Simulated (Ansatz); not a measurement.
The input, for Ansatz 0.2.0:

```yaml
crystal:
  periodic: [false, false, false]
  atoms:
    - {symbol: Si, position_ang: [0.000000, 0.000000, 1.658754]}
    - {symbol: B, position_ang: [0.000000, 0.000000, -0.236394]}
    - {symbol: H, position_ang: [0.000000, 0.000000, -1.422360]}
basis:
  gaussian: {orbitals: 6-31G}
correlation: {method: fci, electrons: outside_noble_gas}
```

```sh
$ ansatz run in.yaml --threads 1 --pin off --events-out ev --progress --plain --max-ram 2393MiB
```

The program prints:

```
487 factors; integrals over basis functions are off by at most 1.5e-7 eV
mean field evaluation 1: about -8543.7944 eV, gradient 8.6e0 eV
mean field evaluation 2: about -8543.7953 eV, gradient 8.6e0 eV
mean field evaluation 4: about -8544.2782 eV, gradient 1.1e0 eV
mean field evaluation 8: about -8544.2877 eV, gradient 1.4e-3 eV
mean field evaluation 16: about -8539.3042 eV, gradient 2.4e-3 eV
mean field evaluation 32: about -8539.6892 eV, gradient 2.7e0 eV
mean field -8544.28774514 eV, -313.9967831076 hartree, gradient 5.2e-6 eV, S^2 0.000000; 5 other end points of the search recorded, 0 dependent functions left out; unrestricted orbitals would lower it
6 core orbitals not correlated: weight in the atoms' cores, before any rotation towards them, 1.000 or more for the frozen orbitals, at most 0.000 for the correlated occupied ones
reference -8544.28774514 eV, -313.9967831076 hartree; 4, 4 occupied and 14, 14 virtual orbitals, 487 factors
state -8547.57386254 eV, -314.1175456945 hartree
Total energy: -8547.57386254 eV, -314.1175456945 hartree
```

Natural occupations: 1.9683 1.9659 1.9364 0.9628 0.9458 0.0680 0.0671 0.0351 0.0186 0.0085 0.0060 0.0046 0.0046 0.0031 0.0016 0.0016 0.0016 0.0005.

Ran on 1 thread of Arm Neoverse V2, shared host: 13 s wall, 0.3 GiB peak host memory.
